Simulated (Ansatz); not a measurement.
# doublet CH8BN+ at 6 levels

Aim: a comparison of 6 runs (UB3LYP/6-31G*, U-revPBE/cc-pVDZ, UB2PLYP/cc-pVDZ, UCAM-B3LYP/cc-pVDZ, USVWN5/cc-pVDZ, UCCSD/cc-pVDZ) of doublet CH8BN+. 

The calculation is run with Ansatz 0.2.0.

64 further runs of the same task are left out: 2 that didn't finish, 62 set aside as unsound or not needed.

## Step 1: The molecule

CH8BN+ has 11 atoms, charge +1, and is taken as a doublet. SMILES of the parent species: `[BH3-][NH2+]C`. Geometry: relaxed at PBE0-D4/def2-TZVP. That shape belongs to the parent species and isn't relaxed for this state.

Bond lengths: B1–N2 1.626 Å, N2–C3 1.469 Å, B1–H4 1.214 Å, B1–H5 1.214 Å, B1–H6 1.214 Å, N2–H7 1.016 Å, N2–H8 1.016 Å, C3–H9 1.089 Å, C3–H10 1.089 Å, C3–H11 1.092 Å. Some angles: B1–N2–C3 114.0°, B1–N2–H7 108.2°, B1–N2–H8 108.2°, C3–N2–H7 109.9°, C3–N2–H8 109.9°, N2–B1–H4 105.5°, N2–B1–H5 105.4°, N2–B1–H6 105.4°, N2–C3–H9 108.2°, N2–C3–H10 108.2°.

## Step 2: The energy at UB3LYP/6-31G(d) (spherical functions) (run 1)

File input.yaml:

```yaml
basis:
  gaussian:
    orbitals: 6-31G_st_-spherical.json
crystal:
  periodic: [false, false, false]
  atoms:
    - {symbol: B, position_ang: [-0.828400, 1.032000, -0.205100]}
    - {symbol: N, position_ang: [-0.349500, -0.497500, 0.070800]}
    - {symbol: C, position_ang: [1.107800, -0.661100, 0.155200]}
    - {symbol: H, position_ang: [-2.040900, 0.991000, -0.245400]}
    - {symbol: H, position_ang: [-0.325100, 1.341700, -1.265700]}
    - {symbol: H, position_ang: [-0.402900, 1.677500, 0.731200]}
    - {symbol: H, position_ang: [-0.783500, -0.815200, 0.932300]}
    - {symbol: H, position_ang: [-0.721000, -1.084700, -0.669900]}
    - {symbol: H, position_ang: [1.475700, -0.024100, 0.957600]}
    - {symbol: H, position_ang: [1.543500, -0.317100, -0.781300]}
    - {symbol: H, position_ang: [1.389800, -1.699400, 0.341100]}
total_charge: 1
magnetization:
  spin_polarized: true
  initial_magnetization: 1
hamiltonian:
  xc: {name: B3LYP}
accuracy: high
output:
  orbitals: {seedname: orbitals}
```

The basis set 6-31G* is read from a file made from the Basis Set Exchange's data (not shown).

Run with:

```console
$ ansatz run input.yaml --threads 1 --pin off --max-ram 3480MiB --events-out events.jsonl --progress --plain --runs-dir runs
```

The log of the run:

```text
Warning: RAYON_NUM_THREADS=1 ignored (pool sized by the plan → 1); use --threads N
Functional definition: B3LYP
  name "B3LYP"
  parameter a0 = 0.2
  parameter ax = 0.72
  parameter ac = 0.81
  exchange = (1 - a0 - ax)*slater_x + ax*b88_x + a0*exact_x
  correlation = (1 - ac)*vwn_rpa_c + ac*lyp_c
1506 factors; integrals over basis functions are off by at most 3.0e-9 eV
mean field evaluation 1: about -3313.0218 eV, gradient 4.8e1 eV
mean field evaluation 2: about -3296.0473 eV, gradient 7.2e1 eV
mean field evaluation 4: about -3323.4336 eV, gradient 3.6e0 eV
mean field evaluation 8: about -3323.7335 eV, gradient 1.2e-1 eV
mean field evaluation 16: about -3323.7338 eV, gradient 2.1e-3 eV
mean field evaluation 32: about -3323.7338 eV, gradient 6.0e-7 eV
mean field evaluation 64: about -3323.7291 eV, gradient 6.2e-6 eV
mean field -3323.73381848 eV, -122.1449649215 hartree, gradient 2.3e-8 eV, S^2 0.754820; 4 other end points of the search recorded, 0 dependent functions left out
reference -3323.73385141 eV, -122.1449661314 hartree; 13, 12 occupied and 45, 46 virtual orbitals, 1506 factors
Total energy: -3323.73385141 eV, -122.1449661314 hartree
```

It took 28 s on 1 thread of Arm Neoverse V2, shared host; peak memory 0.24 GiB.

## Step 3: The energy at U-revPBE/cc-pVDZ (run 2)

File input.yaml:

```yaml
crystal:
  periodic: [false, false, false]
  atoms:
    - symbol: B
      position_ang: [-0.828400, 1.032000, -0.205100]
    - symbol: "N"
      position_ang: [-0.349500, -0.497500, 0.070800]
    - symbol: C
      position_ang: [1.107800, -0.661100, 0.155200]
    - symbol: H
      position_ang: [-2.040900, 0.991000, -0.245400]
    - symbol: H
      position_ang: [-0.325100, 1.341700, -1.265700]
    - symbol: H
      position_ang: [-0.402900, 1.677500, 0.731200]
    - symbol: H
      position_ang: [-0.783500, -0.815200, 0.932300]
    - symbol: H
      position_ang: [-0.721000, -1.084700, -0.669900]
    - symbol: H
      position_ang: [1.475700, -0.024100, 0.957600]
    - symbol: H
      position_ang: [1.543500, -0.317100, -0.781300]
    - symbol: H
      position_ang: [1.389800, -1.699400, 0.341100]
basis:
  gaussian:
    orbitals: cc-pVDZ
total_charge: 1
magnetization:
  spin_polarized: true
  initial_magnetization: 1
hamiltonian:
  xc: {name: revPBE}
accuracy: high
output: {orbitals: {seedname: orbitals}}
```

Run with:

```console
$ ansatz run input.yaml --threads 1 --pin off --max-ram 3480MiB --events-out events.jsonl --progress --plain --runs-dir runs
```

The log of the run:

```text
Warning: RAYON_NUM_THREADS=1 ignored (pool sized by the plan → 1); use --threads N
Functional definition: revPBE
  name "revPBE"
  parameter kappa = 1.245
  parameter beta = 0.06672455060314922
  exchange = pbe_x(kappa = kappa, mu = beta*pi^2/3)
  correlation = pbe_c(beta = beta)
2050 factors; integrals over basis functions are off by at most 3.4e-9 eV
mean field evaluation 1: about -3309.0168 eV, gradient 5.4e1 eV
mean field evaluation 2: about -3276.0165 eV, gradient 9.2e1 eV
mean field evaluation 4: about -3321.3953 eV, gradient 1.2e1 eV
mean field evaluation 8: about -3322.4168 eV, gradient 5.7e0 eV
mean field evaluation 16: about -3322.7208 eV, gradient 2.3e-5 eV
mean field evaluation 32: about -3322.7256 eV, gradient 8.8e-8 eV
mean field evaluation 64: about -3319.5727 eV, gradient 1.4e1 eV
mean field -3322.72561471 eV, -122.1079141162 hartree, gradient 1.5e-8 eV, S^2 0.753423; 10 other end points of the search recorded, 0 dependent functions left out
reference -3322.72561899 eV, -122.1079142736 hartree; 13, 12 occupied and 69, 70 virtual orbitals, 2050 factors
Total energy: -3322.72561899 eV, -122.1079142736 hartree
```

It took 28 s on 1 thread of Arm Neoverse V2, shared host; peak memory 0.28 GiB.

Run 3 isn't shown in full; the table further down has it.

## Step 4: The energy at UCAM-B3LYP/cc-pVDZ (run 4)

File input.yaml:

```yaml
crystal:
  periodic: [false, false, false]
  atoms:
    - {symbol: B, position_ang: [-0.828400, 1.032000, -0.205100]}
    - {symbol: N, position_ang: [-0.349500, -0.497500, 0.070800]}
    - {symbol: C, position_ang: [1.107800, -0.661100, 0.155200]}
    - {symbol: H, position_ang: [-2.040900, 0.991000, -0.245400]}
    - {symbol: H, position_ang: [-0.325100, 1.341700, -1.265700]}
    - {symbol: H, position_ang: [-0.402900, 1.677500, 0.731200]}
    - {symbol: H, position_ang: [-0.783500, -0.815200, 0.932300]}
    - {symbol: H, position_ang: [-0.721000, -1.084700, -0.669900]}
    - {symbol: H, position_ang: [1.475700, -0.024100, 0.957600]}
    - {symbol: H, position_ang: [1.543500, -0.317100, -0.781300]}
    - {symbol: H, position_ang: [1.389800, -1.699400, 0.341100]}
basis:
  gaussian: {orbitals: cc-pVDZ}
total_charge: 1
magnetization: {spin_polarized: true, initial_magnetization: 1}
hamiltonian: {xc: {name: CAM-B3LYP}}
accuracy: high
output: {orbitals: {seedname: orbitals}}
```

Run with:

```console
$ ansatz run input.yaml --threads 1 --pin off --max-ram 3480MiB --events-out events.jsonl --progress --plain --runs-dir runs
```

The log of the run, shortened:

```text
Warning: RAYON_NUM_THREADS=1 ignored (pool sized by the plan → 1); use --threads N
Functional definition: CAM-B3LYP
  name "CAM-B3LYP"
[...]
2050 factors; integrals over basis functions are off by at most 3.4e-9 eV
408 factors; integrals over basis functions are off by at most 2.7e-9 eV
[...]
mean field -3321.48988100 eV, -122.0625017401 hartree, gradient 7.4e-8 eV, S^2 0.756691; 2 other end points of the search recorded, 0 dependent functions left out
reference -3321.48990007 eV, -122.0625024410 hartree; 13, 12 occupied and 69, 70 virtual orbitals, 2050 factors
Total energy: -3321.48990007 eV, -122.0625024410 hartree
```

It took 46 s on 1 thread of Arm Neoverse V2, shared host; peak memory 0.37 GiB.

Run 5 isn't shown in full; the table further down has it.

## Step 5: The energy at UCCSD/cc-pVDZ (run 6)

File molecule.yaml:

```yaml
crystal:
  periodic: [false, false, false]
  atoms:
    - {symbol: B, position_ang: [-0.828400, 1.032000, -0.205100]}
    - {symbol: "N", position_ang: [-0.349500, -0.497500, 0.070800]}
    - {symbol: C, position_ang: [1.107800, -0.661100, 0.155200]}
    - {symbol: H, position_ang: [-2.040900, 0.991000, -0.245400]}
    - {symbol: H, position_ang: [-0.325100, 1.341700, -1.265700]}
    - {symbol: H, position_ang: [-0.402900, 1.677500, 0.731200]}
    - {symbol: H, position_ang: [-0.783500, -0.815200, 0.932300]}
    - {symbol: H, position_ang: [-0.721000, -1.084700, -0.669900]}
    - {symbol: H, position_ang: [1.475700, -0.024100, 0.957600]}
    - {symbol: H, position_ang: [1.543500, -0.317100, -0.781300]}
    - {symbol: H, position_ang: [1.389800, -1.699400, 0.341100]}
basis:
  gaussian: {orbitals: cc-pVDZ}
total_charge: 1
magnetization: {spin_polarized: true, initial_magnetization: 1}
correlation: {method: ccsd, frozen_orbitals: {B: 1, C: 1, H: 0, "N": 1}}
accuracy: high
scf: {omitted_lower_state_checks: [cluster_reference, increment]}
```

Run with:

```console
$ ansatz run molecule.yaml --threads 1 --pin off --max-ram 3480MiB --events-out events.jsonl --progress --plain --runs-dir runs
```

The log of the run:

```text
Warning: RAYON_NUM_THREADS=1 ignored (pool sized by the plan → 1); use --threads N
[... 13 lines left out ...]
3 core orbitals not correlated: weight in the atoms' cores, before any rotation towards them, 1.000 or more for the frozen orbitals, at most 0.000 for the correlated occupied ones
[... 34 lines left out ...]
Total energy: -3313.32967549 eV, -121.7626197186 hartree
Checks for a lower state left out: cluster_reference, increment
```

It took 57 s on 1 thread of Arm Neoverse V2, shared host; peak memory 0.92 GiB.

## Step 6: The series

```
run                                level  frozen core orbitals  energy (Eh)  HOMO energy (eV)  LUMO energy (eV)   ⟨S²⟩  wall time
  1  UB3LYP/6-31G* (spherical functions)                     –  -122.144966            -14.90            -13.16  0.755       28 s
  2                     U-revPBE/cc-pVDZ                     –  -122.107914            -13.74            -13.69  0.753       28 s
  3                      UB2PLYP/cc-pVDZ                     3  -121.989620            -16.24            -11.27  0.763       44 s
  4                   UCAM-B3LYP/cc-pVDZ                     –  -122.062502            -16.50            -11.61  0.757       46 s
  5                       USVWN5/cc-pVDZ                     –  -120.973078            -13.66                 –  0.752       13 s
  6                        UCCSD/cc-pVDZ                     3  -121.762620                 –                 –  0.763       57 s
```

## Step 7: Summary of results

```
                                          quantity          value
                               run 6: total energy  -121.76262 Eh
run 6: correlation energy (3 core orbitals frozen)     -462.2 mEh
          run 6: ⟨S²⟩ of the reference determinant          0.763
                              run 6: T1 diagnostic          0.019
```

What this shows: Totals of different functionals can't be ranked against each other. All runs together took 3.6 min, the longest 57 s.
